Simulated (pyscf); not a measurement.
Structures and frequencies: ωB97X-D3(BJ)/def2-SVP in PySCF.

Q: Estimate the classical barrier height and the reaction energy of `[O]=[Ti]=[O]` + `[H][H]` -> `[O]=[TiH][OH]` at ωB97M-D3(BJ)/def2-TZVP. The step runs on the singlet surface, breaks H–H and forms H–Ti, H–O; take the separated reactants as zero.

A: ΔE‡ = -4.8 kJ/mol, ΔE = -167.8 kJ/mol. Zero-point energy shifts the barrier by +10.6 kJ/mol. It is an addition across a multiple bond or ene-type step, with an imaginary mode of 1094i cm⁻¹. On the reactant side the descent ends in an adduct with a H–Ti contact, 36.8 kJ/mol under the separated species and 30.5 kJ/mol under the saddle at ωB97X-D3(BJ)/def2-TZVP. At ωB97M-D3(BJ) the saddle lies under the separated reactants, which points to a path from their complex (located at ωB97X-D3(BJ) alone). One saddle was located; it need not be the lowest between these sides.
